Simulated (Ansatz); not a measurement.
Results of HSE06 (Ansatz, an electronic-structure program, plane waves, PAW) for rock-salt MgO.

The same calculation (at the measured cell, 9.307 Å³/atom) with different numerical settings:

```tsv
run	k mesh	gap on the mesh (eV)	total energy (eV/atom)
1	4×4×4	6.531	-1247.1711
2	6×6×6	6.522	-1247.1761
3	8×8×8	6.521	-1247.1762
4	10×10×10	6.521	-1247.1762
5	12×12×12	6.521	-1247.1762
```

In the column total energy (eV/atom) the first row differs from the last by +0.0051 and the next to last by 0.0000.

The last row is no converged limit: other settings stay fixed.
